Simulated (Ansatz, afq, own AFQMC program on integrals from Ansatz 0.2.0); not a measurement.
Where AFQMC and coupled cluster stand for BNH, doublet

```yaml
atoms:
  - { symbol: B, position_ang: [0.0000, 0.0000, 1.1532] }
  - { symbol: N, position_ang: [0.0000, 0.0000, -0.0803] }
  - { symbol: H, position_ang: [0.0000, 0.0000, -1.0729] }
```

Connectivity, by distances: B–NH.

Basis cc-pVQZ. Noble-gas cores (and the filled d shells of Ga–Kr and In–Xe) are frozen. Ansatz 0.2.0 and our own AFQMC program on the same integrals; the CISD trial comes from CCSD amplitudes, and released means the phaseless constraint is let go. Uncertainties: one standard error, sampling alone.

Determinant: UHF, the one that the program's search chose, which needn't be the lowest solution. The geometry is a PBE0/def2-TZVP stationary point of this or a neighbouring charge and spin state.

No full CI on the walks' own integrals is used here. The released AFQMC energy serves as the reference, which it does only where one determinant dominates, the energy is flat over the last release times and near the phaseless one (40 meV or 2 meV an electron, half that with transition metals). On small molecules, where full CI could be run and the noise was under 10 meV, such values lay within 10 meV of it in 19 cases of 20, a flattering rate, since the rule was set on those same cases; what remains of the bias isn't in the error bar.

Cautions: unrestricted determinant slightly spin contaminated (⟨S²⟩ 0.83 against 0.75); the released value is read at 2.40 1/Eh with a noise of 14 meV, more than in the cases checked (meV from the phaseless value at times in 1/Eh: -5 ± 12 at 0.24, -24 ± 9 at 0.51, -19 ± 8 at 0.99, -8 ± 13 at 1.62, -8 ± 14 at 2.40).

```
T1 diagnostic                               : 0.0284
weight of the determinant in the CISD state : 0.890
⟨S²⟩ of the determinant                     : 0.835
size of the correlated space                : 9 electrons in 138 orbitals
```

| level | correlation energy (eV) |
| --- | --- |
| MP2 | -7.7955 |
| CCSD | -8.0045 |
| CCSD(T) | -8.4108 |

Estimate where AFQMC with the constraint released lies against CCSD(T) on the same integrals.

0.39 ± 0.31 kcal/mol below CCSD(T). The gap is under twice the noise, so this walk alone can't tell the two apart.

Reference: AFQMC with the constraint released, correlation energy -8.428 ± 0.014 eV.

| level | E − E(reference) (kcal/mol) | share of correlation (%) |
| --- | --- | --- |
| CCSD(T) | 0.39 ± 0.31 | 99.80 |
| ph-AFQMC/HF | 3.28 ± 1.06 | 98.31 |
| ph-AFQMC/CISD | 0.18 ± 0.43 | 99.91 |

A walk keeps the symmetry of its determinant, which the program's search chose and which needn't be the lowest solution, so a lower state of the same spin and another symmetry isn't excluded. Released energies are given only where the last usable release times agree within the noise; a slower fall can still hide under it.
